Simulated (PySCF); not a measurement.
Work out the structure from these simulated measurements.

Formula: CH5ClSi.

* 1H NMR: chemical shifts (computed TMS as zero) by class: 5.17 (2 H), 0.46 (3 H) ppm [GIAO PBE0/pcSseg-1]
* Rotational structure: rotational constants A, B, C: 15.804, 3.962, 3.356 GHz [GFN2-xTB]
* NMR, other nuclei: isotropic shieldings of nuclei other than C and H, by class: 363 (1 Si), 1008 (1 Cl) ppm [GIAO PBE0/pcSseg-1]
* Dipole: 1.86 D [PBE0/pcSseg-1]
* 13C NMR: chemical shifts (computed TMS as zero) by class: 1.0 (1 C) ppm [GIAO PBE0/pcSseg-1]

The electronic properties come from PySCF, for the isolated species, density fitting. Levels stand in brackets. Geometry: GFN2-xTB; no solvent, vibrations or thermal averaging. NMR values are class means; diastereotopic atoms form classes of their own.

Question: What is the compound? Reason from the data.

Answer: Numbering: `[CH3:1][SiH2:2][Cl:3]`. Its formula, CH5ClSi, gives 0 degrees of unsaturation, so no ring and no π bond. The one carbon: Si-methyl carbon [C1] (1.0 ppm). Hydrogen classes from least to most shielded: 2 H on a chlorine-bound silicon, Si2 (5.17 ppm), 3 H on an Si-methyl carbon, C1 (0.46 ppm, a mean of values up to 0.5 ppm apart in this geometry). The other shieldings belong to: 363 ppm, chlorine-bound silicon [Si2]; 1008 ppm, silicon-bound chlorine [Cl3]. The optimised geometry has point group Cs and is an asymmetric top. Structure: methylsilylchloride (`C[SiH2]Cl`). The assignments are read from this structure; whether some other isomer fits the data as well wasn't checked.
